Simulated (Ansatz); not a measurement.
Compare A (`FC1=CN1`) with its isomer B (`N=C=CF`).

Gas-phase electronic energies from Ansatz, PBE0-D4/def2-TZVP geometries. CCSD(T)/CBS adds triple-zeta CCSD(T) − MP2 to the extrapolated MP2 energy (def2 sets, frozen cores). DFT in def2-TZVPP. B3LYP here is the variant with VWN-RPA as its local correlation; programs differ in this. Each species was taken in one conformer, which may not be the lowest.

A:

Z-matrix (Å, degrees):
```
C
C 1 1.267
N 1 1.409 2 74.0
F 1 1.294 2 151.2 3 173.8
H 2 1.070 1 161.6 3 -139.1
H 3 1.024 1 109.2 2 -97.1
```

B:

```xyz
6

N     1.147    1.044    0.427
C     0.248    0.270    0.138
C    -0.799   -0.488   -0.068
F    -0.833   -1.764    0.357
H     1.910    1.089   -0.251
H    -1.674   -0.152   -0.603
```

**Question.** Which is lower in electronic energy at CCSD(T)/CBS, and by how much? (Estimate.)

**Answer.** Computed: B, by 187.8 kJ/mol.

**Question.** Give E(B) − E(A) in kJ/mol with B3LYP-D4, MP2/def2-TZVPP, CCSD(T)/def2-TZVPP, PBE-D4, BLYP-D4, HF/def2-TZVPP, CCSD(T)/def2-SVP. (An estimate is asked.)

**Answer.** The calculation gave: B3LYP-D4 -205.7, MP2/def2-TZVPP -181.5, CCSD(T)/def2-TZVPP -190.7, PBE-D4 -187.7, BLYP-D4 -206.7, HF/def2-TZVPP -219.4, CCSD(T)/def2-SVP -192.1. None reverses the order clearly.

**Question.** Does the order hold for the free energy at 298.15 K (harmonic terms from PBE0-D4)? (Estimate.)

**Answer.** Computed: Yes: G(B) − G(A) = -186.9 kJ/mol, for one conformer each.

Largest T1 diagnostic: 0.014.

At CCSD(T), def2-SVP lies −4.3 kJ/mol from the extrapolated value and def2-TZVPP −2.9 kJ/mol. In def2-TZVPP, CCSD(T) changes the Hartree–Fock value by +28.8 kJ/mol (the triples alone add +3.8 kJ/mol) and MP2 by +37.9 kJ/mol.
